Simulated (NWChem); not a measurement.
## Ionisation of H2N

SMILES: [NH2]
```xyz
3

N      0.0000     0.0000     0.1494
H      0.8027     0.0000    -0.5229
H     -0.8027     0.0000    -0.5229
```
Charge 0, spin multiplicity 2.

Program: NWChem. The geometry was optimised at UPBE/def2-SVP, a minimum by its harmonic frequencies.

Basis set: def2-TZVP. −ε marks an orbital energy of the parent.

B3LYP has NWChem's definition, with VWN1-RPA local correlation. The structure started from a generated list of species. The unpaired electrons of the parent sit in orbitals of symmetry b2 (C2v labels of the run); other states weren't searched. The stability of the SCF solutions was not checked. Open-shell Hartree-Fock references start from PBE0 orbitals.

### Question
Order these methods by the first vertical ionisation energy they give, lowest first: −ε(beta HOMO) of B3LYP, −ε(beta HOMO) of PBE, G0W0@HF, G0W0@PBE, −ε(beta HOMO) of TPSS, G0W0@PBE0.

### Answer
−ε(beta HOMO) of PBE (7.20 eV), −ε(beta HOMO) of TPSS (7.35 eV), −ε(beta HOMO) of B3LYP (8.57 eV), G0W0@PBE (11.50 eV), G0W0@PBE0 (11.83 eV), G0W0@HF (12.33 eV)
